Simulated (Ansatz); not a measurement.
# CHFLi+: single points off equilibrium

How do the functionals fare away from a minimum? The structure is a frame of a short trajectory.

Program: Ansatz 0.2.0, Gaussian basis. Level of theory: single points in def2-TZVPP. These are calculated values, not measurements.

Correlated methods freeze the cores. The outer core shell of Li, Na, Mg and K is correlated.

1 further run of the same task is left out (it didn't finish).

## Step 1: Starting geometry

SMILES `[Li][CH+]F`, 4 atoms, charge 1, spin multiplicity 1.

Atoms are counted from 1 here; the program's logs count them from 0.

Bond lengths: Li1–C2 2.167 Å, C2–F3 1.261 Å, C2–H4 1.046 Å. Angles: Li1–C2–F3 111.0°, Li1–C2–H4 139.9°, F3–C2–H4 107.8°.

As a file:

```xyz
4
charge 1, multiplicity 1
Li    1.4602   -0.1621    1.2794
C    -0.1551   -0.1133   -0.1638
F    -0.4936    1.0739   -0.4234
H    -0.8701   -0.7491   -0.5856
```

## Step 2: PBE-D4/def2-TZVPP

The input, run/in.yaml:

```yaml
crystal:
  periodic: [false, false, false]
  atoms:
    - {symbol: Li, position_ang: [1.460160, -0.162054, 1.279450]}
    - {symbol: C, position_ang: [-0.155147, -0.113316, -0.163814]}
    - {symbol: F, position_ang: [-0.493598, 1.073867, -0.423356]}
    - {symbol: H, position_ang: [-0.870127, -0.749098, -0.585557]}
basis:
  gaussian: {orbitals: def2-TZVPP}
total_charge: 1
hamiltonian: {xc: pbe, dispersion: d4}
output: {forces: true}
```

Launch:

```console
$ ansatz run in.yaml --threads 2 --pin off --events-out ev --progress --plain --max-ram 3481MiB
```

## Step 3: r2SCAN-D4/def2-TZVPP

Edit run/in.yaml of step 2 so:

```diff
@@ -10,3 +10,3 @@
 total_charge: 1
-hamiltonian: {xc: pbe, dispersion: d4}
+hamiltonian: {xc: r2scan, dispersion: d4}
 output: {forces: true}
```

## Step 4: PBE0-D4/def2-TZVPP

Edit run/in.yaml of step 3 so:

```diff
@@ -10,3 +10,3 @@
 total_charge: 1
-hamiltonian: {xc: r2scan, dispersion: d4}
-output: {forces: true}
+hamiltonian: {xc: pbe0, dispersion: d4}
+output: {forces: true, orbitals: {seedname: orbitals}}
```

## Step 5: wB97M-V/def2-TZVPP

Edit run/in.yaml of step 4 so:

```diff
@@ -10,3 +10,3 @@
 total_charge: 1
-hamiltonian: {xc: pbe0, dispersion: d4}
-output: {forces: true, orbitals: {seedname: orbitals}}
+hamiltonian: {xc: {name: wB97M-V}}
+output: {forces: true}
```

## Step 6: CCSD(T)/def2-TZVPP

Edit run/in.yaml of step 5 so:

```diff
@@ -10,3 +10,3 @@
 total_charge: 1
-hamiltonian: {xc: {name: wB97M-V}}
+correlation: {method: ccsd_t}
 output: {forces: true}
```

(Steps that only read results are left out.)

What does the calculation give? Wanted: energy less free atoms, CCSD(T)/def2-TZVPP; RMS force component; RMS force error; HOMO and LUMO, PBE0-D4; T1 diagnostic.

As calculated:

| quantity | value |
| --- | --- |
| energy less free atoms, CCSD(T)/def2-TZVPP | -4.813 eV |
| RMS force component | 0.979 to 1.216 eV/Å over the methods |
| RMS force error | PBE-D4 0.198, r2SCAN-D4 0.065, PBE0-D4 0.233, wB97M-V 0.110 eV/Å |
| HOMO and LUMO, PBE0-D4 | -13.81 and -8.59 eV |
| T1 diagnostic | 0.017 |

In words: Against CCSD(T) the functionals' energies less atoms differ by -0.581 to -0.141 eV, PBE-D4 by -0.581 eV. The reference is not at the basis limit: in triple zeta CCSD(T) underbinds, which counts against methods that bind more; the gaps are no ranking. The forces of r2SCAN-D4 come nearest to CCSD(T), those of PBE0-D4 are farthest. Frozen-core CCSD(T) forces in triple zeta carry basis errors of their own, and this is one geometry, so small gaps rank nothing. The restricted Hartree–Fock reference is unstable towards an unrestricted one at one or more of these structures.
